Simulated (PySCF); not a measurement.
Work out the structure from these simulated measurements.

Elements present: C, H and N. Monoisotopic mass: 103.0422 u.

* Dipole: 4.70 D [B97-2/pcSseg-2]
* NMR, other nuclei: isotropic shieldings of nuclei other than C and H, by class: -43 (1 N) ppm [GIAO B97-2/pcSseg-2]
* 1H NMR: chemical shifts (computed TMS as zero) by class: 7.94 (2 H), 7.79 (1 H), 7.71 (2 H) ppm [GIAO B97-2/pcSseg-2]
* Rotational structure: rotational constants A, B, C: 5.720, 1.563, 1.228 GHz [PBE0-D3(BJ)/def2-TZVP]
* 13C NMR: chemical shifts (computed TMS as zero) by class: 140.6 (2 C), 138.6 (1 C), 135.4 (2 C), 125.3 (1 C), 120.4 (1 C) ppm [GIAO B97-2/pcSseg-2]

Gas-phase values; electronic properties from PySCF, density fitting. Levels stand in brackets. Geometry: PBE0-D3(BJ)/def2-TZVP; no solvent, vibrations or thermal averaging. NMR values are class means; diastereotopic atoms form classes of their own.

Question: Which formula fits the mass and the elements?

Answer: C7H5N (calculated 103.0422). No other formula that holds each of these elements comes within 0.0003 u with a fitting electron parity and a possible valence count.

Question: Propose a structure and show how it fits.

Answer: Numbering: `[N:1]#[C:2][c:3]1[cH:4][cH:5][cH:6][cH:7][cH:8]1`. Its formula, C7H5N, gives 6 degrees of unsaturation: 1 ring and 5 π bonds in the structure found (Kekulé form). 7 carbons fall into 5 classes; from least to most shielded: aromatic CH carbon [C4/C8] (140.6 ppm, 2 C), aromatic CH carbon [C6] (138.6 ppm), aromatic CH carbon [C5/C7] (135.4 ppm, 2 C), nitrile carbon [C2] (125.3 ppm), substituted aromatic carbon [C3] (120.4 ppm). Hydrogen classes from least to most shielded: 2 H on the ortho carbons, C4/C8 (7.94 ppm), 1 H on the para carbon, C6 (7.79 ppm), 2 H on the meta carbons, C5/C7 (7.71 ppm). The other shieldings belong to: -43 ppm, nitrile nitrogen [N1]. The optimised geometry has point group C2v and is an asymmetric top. Structure: `N#CC1=CC=CC=C1`. The assignments are read from this structure; whether some other isomer fits the data as well wasn't checked.
